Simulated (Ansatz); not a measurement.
Consider the hydrogen abstraction from the Si–H bond: `N#C[SiH3]` + `[CH3]`• → `N#C[SiH2]`• + CH₄.

Calculated with Ansatz (gas phase, PBE0-D4/def2-TZVP geometries, no zero-point term in ΔE). CBS: MP2 limit from def2 TZ/QZ plus the TZ coupled-cluster correction, frozen cores. This one scheme is used for every species. Functionals use def2-TZVPP. B3LYP here is the variant with VWN-RPA as its local correlation; programs differ in this. HSE06 is defined as in plane-wave codes. No spin–orbit coupling; open shells (•) take unrestricted orbitals.

`N#C[SiH3]`:

```xyz
6

N     0.521   -0.350    2.331
C     0.273   -0.182    1.219
Si   -0.126    0.085   -0.566
H    -1.138    1.161   -0.638
H    -0.656   -1.189   -1.098
H     1.126    0.476   -1.248
```

`[CH3]`•:

Z-matrix (Å, degrees):
```
C
H 1 1.080
H 1 1.080 2 120.0
H 1 1.080 2 120.0 3 180.0
```

`N#C[SiH2]`•:

```xyz
5

N    -1.147    0.352    1.891
C    -0.491    0.149    0.962
Si    0.647   -0.207   -0.426
H     0.108   -1.328   -1.229
H     0.883    1.034   -1.198
```

CH₄:

```xyz
5

C     0.000    0.000    0.000
H     0.451    0.970    0.207
H     0.772   -0.698   -0.321
H    -0.744    0.106   -0.789
H    -0.479   -0.378    0.903
```

(1) Is it downhill or uphill in electronic energy at CCSD(T)/CBS, and by how much? (Best estimate.)

(2) What do these levels give: LDA (SPW92), B97M-V, PBE0-D4, B3LYP-D4, r2SCANh-D4, revPBE, BLYP, HSE06, BHLYP, MP2/def2-SVP, CCSD/def2-TZVPP, HF/def2-QZVPP? (An estimate is asked.)

Largest T1 diagnostic among the species: 0.027.

Results:

(1) Computed: Downhill: ΔE = -0.67 eV.

(2) The calculation gave: LDA (SPW92) -1.06, B97M-V -0.79, PBE0-D4 -0.80, B3LYP-D4 -0.73, r2SCANh-D4 -0.72, revPBE -0.85, BLYP -0.78, HSE06 -0.80, BHLYP -0.61, MP2/def2-SVP -0.63, CCSD/def2-TZVPP -0.64, HF/def2-QZVPP -0.38 eV.

From BLYP to BHLYP (50 % exact exchange), in def2-TZVPP and without D4, ΔE moves by +0.17 eV. Leaving LDA and LC-ωPBE aside and taking each functional with its dispersion term where it has one, the values, not all of them listed here, spread over 0.28 eV, from PBE-D4 to BHLYP-D4. LDA lies −0.17 eV from PBE without D4. In def2-TZVPP, CCSD(T) changes the Hartree–Fock value by −0.29 eV (the triples alone add −0.04 eV) and MP2 by −0.21 eV.
